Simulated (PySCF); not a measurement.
Dipole moment and polarisability across levels of theory

1,3-difluoropropane, C3H6F2.
SMILES: `FCCCF`

PySCF, dipoles from the SCF density, polarisabilities from static response with core orbitals frozen. Isolated species at its PBE0-D3(BJ)/def2-SVP geometry (one conformer only).

The anisotropy is √(½[(α1 − α2)² + (α2 − α3)² + (α3 − α1)²]).

```json
{"level": "LDA/def2-SVPD", "μ (D)": "2.051", "α (Å³)": "6.35", "anisotropy (Å³)": "0.73"}
{"level": "PBE/def2-SVPD", "μ (D)": "1.986", "α (Å³)": "6.29", "anisotropy (Å³)": "0.70"}
{"level": "B3LYP/def2-SVPD", "μ (D)": "2.096", "α (Å³)": "6.06", "anisotropy (Å³)": "0.62"}
{"level": "PBE0/def2-SVPD", "μ (D)": "2.083", "α (Å³)": "6.00", "anisotropy (Å³)": "0.63"}
{"level": "BHandHLYP/def2-SVPD", "μ (D)": "2.198", "α (Å³)": "5.80", "anisotropy (Å³)": "0.57"}
{"level": "CAM-B3LYP/def2-SVPD", "μ (D)": "2.151", "α (Å³)": "5.98", "anisotropy (Å³)": "0.59"}
{"level": "wB97X-D/def2-SVPD", "μ (D)": "2.107", "α (Å³)": "5.96", "anisotropy (Å³)": "0.60"}
{"level": "LC-wPBE/def2-SVPD", "μ (D)": "2.143", "α (Å³)": "5.87", "anisotropy (Å³)": "0.57"}
{"level": "HF/def2-SVPD", "μ (D)": "2.281", "α (Å³)": "5.54", "anisotropy (Å³)": "0.50"}
{"level": "PBE0/6-31G*", "μ (D)": "1.838", "α (Å³)": "4.97", "anisotropy (Å³)": "0.56"}
{"level": "PBE0/def2-SVP", "μ (D)": "1.931", "α (Å³)": "5.02", "anisotropy (Å³)": "0.61"}
{"level": "PBE0/6-31+G*", "μ (D)": "2.160", "α (Å³)": "5.52", "anisotropy (Å³)": "0.52"}
{"level": "PBE0/aug-cc-pVDZ", "μ (D)": "2.028", "α (Å³)": "6.10", "anisotropy (Å³)": "0.65"}
{"level": "PBE0/def2-TZVP", "μ (D)": "1.990", "α (Å³)": "5.72", "anisotropy (Å³)": "0.64"}
{"level": "PBE0/def2-TZVPD", "μ (D)": "2.018", "α (Å³)": "6.12", "anisotropy (Å³)": "0.66"}
```

The dipole runs from 1.84 D (PBE0/6-31G*) to 2.28 D (HF/def2-SVPD). No reference polarisability is at hand; against PBE0 in the largest diffuse basis at hand (def2-TZVPD) the other PBE0 rows deviate by 6-31G* -19%, def2-SVP -18%, 6-31+G* -10%, def2-SVPD -2%, aug-cc-pVDZ 0%, def2-TZVP -6%. In one basis (def2-SVPD) the functionals order the polarisability from HF (lowest) to LDA (highest), a spread of 15%. With PBE0 the polarisability is 5.24 Å³ without diffuse functions (mean of 6-31G*, def2-SVP and def2-TZVP) and 5.93 Å³ with them (mean of 6-31+G*, def2-SVPD, aug-cc-pVDZ and def2-TZVPD).
